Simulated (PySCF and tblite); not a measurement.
The numbers below are computed, except where a source is named.
System: C₅H₅F, numbered as in [F:1][C:2]1=[CH:3][CH2:4][CH:5]=[CH:6]1.

The path came from a restrained scan, a climbing-image band and a saddle search at GFN2-xTB; energies are B3LYP/pcSseg-1 + D3(BJ)//PBE0-D3(BJ)/def2-SVP, thermal terms GFN2-xTB. Rate constants are transition-state-theory values, counting equivalent paths, without tunnelling. Programs: tblite and PySCF.

Tunnelling of the moving H, left out here, will speed the real process.

(1) What barrier does the shift of H on C4 from C4 to C5 meet, and how fast is it at 298 K?

Answers

(1) The electronic barrier is 28.7 kcal/mol and ΔG‡(298 K) 26.4 kcal/mol, over a Cs saddle with an imaginary mode of 1183i cm⁻¹ (GFN2-xTB). With 2 equivalent paths, k is 5.2×10⁻⁷ s⁻¹, a mean lifetime of the start of 22 days against this motion.
